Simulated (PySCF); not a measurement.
## Magnetic susceptibility: SMILES O=CNC1=CC1, C$_{4}$H$_{5}$NO

Geometry (Å), atoms numbered from 1 in this order:
```xyz
11

O     1.4495   -0.0437   -1.7950
C     1.8961   -0.2043   -0.6929
N     1.1715   -0.1711    0.4803
C    -0.1703    0.0551    0.5583
C    -1.2564    0.1831    1.2655
C    -1.3897    0.3371   -0.2316
H     2.9753   -0.4043   -0.4878
H     1.6749   -0.3276    1.3465
H    -1.7722    0.1887    2.2196
H    -1.8387   -0.4677   -0.8361
H    -1.5244    1.3360   -0.6777
```

Method: GIAO B3LYP/aug-pcSseg-1 magnetisability, rotational g tensor and spin-rotation constants, non-relativistic, gas phase in PySCF. Geometry: PBE0-D3(BJ)/def2-SVP.

(1) What are the magnetisability and the molar susceptibility?

(2) Split it along the inertial axes a, b, c into diamagnetic and paramagnetic parts about the centre of mass, with the quadrupole moment.

(3) And the rotational g tensor?

## Answers

(1) Isotropic -729 × 10⁻³⁰ J/T², or -43.9 × 10⁻⁶ cm³/mol; principal values -924, -639, -623 × 10⁻³⁰ J/T², anisotropy 293 × 10⁻³⁰ J/T² (root of half the summed squared differences of the principal values). The susceptibility is in cgs units.

(2) 
```csv
axis,χ (10⁻⁶ cm³/mol),diamagnetic (10⁻⁶ cm³/mol),paramagnetic (10⁻⁶ cm³/mol),summed x² of all electrons (Å²),quadrupole Θ (D Å)
a,-38.1,-202.6,164.4,113.2,-1.56
b,-37.9,-519.4,481.5,38.5,+3.39
c,-55.6,-643.4,587.7,9.3,-1.83
```
Anisotropies 2χaa − χbb − χcc = +17.3 and 2χbb − χaa − χcc = +18.0 × 10⁻⁶ cm³/mol. Θ is traceless in Buckingham's convention.

(3) 
```csv
axis,rotational constant (GHz),g,nuclear part,electronic part
a,9.3954,-0.1019,0.6239,-0.7258
b,2.6080,-0.0321,0.5579,-0.5900
c,2.0698,-0.0053,0.5663,-0.5715
```
Asymmetric top; isotopes 12C, 1H, 14N, 16O; no vibrational averaging.
